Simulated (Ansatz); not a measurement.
`[SH][Mg][Cl]`. Total charge 0; spin multiplicity 1. The structure was optimised at the PBE0-D4/def2-TZVP level. It is one conformer, not always the lowest.

```xyz
4

S     1.306   -0.889    0.627
Mg   -0.684    0.071    0.079
Cl   -2.600    0.973   -0.427
H     1.977   -0.155   -0.279
```

**Question.** What is the dipole moment at B3LYP/def2-TZVPP? (Estimate.)

**Answer.** Ansatz gave: 0.92 D, with components (0.89, 0.06, -0.26) D in this frame, pointing from negative to positive charge.

**Question.** And with PBE, r2SCAN, ωB97M-V? (Best estimate.)

**Answer.** Computed: PBE 0.93 D, r2SCAN 0.92 D, ωB97M-V 0.89 D.

**Question.** Give the Mulliken charges with B3LYP, PBE, r2SCAN in def2-TZVPP. (Estimate.)

**Answer.** Computed: 
| atom | B3LYP | PBE | r2SCAN |
| --- | --- | --- | --- |
| S1 | -0.43 | -0.43 | -0.46 |
| Mg2 | 0.76 | 0.73 | 0.81 |
| Cl3 | -0.43 | -0.41 | -0.45 |
| H4 | 0.10 | 0.11 | 0.11 |

B3LYP here is the variant with VWN-RPA as its local correlation; programs differ in this.
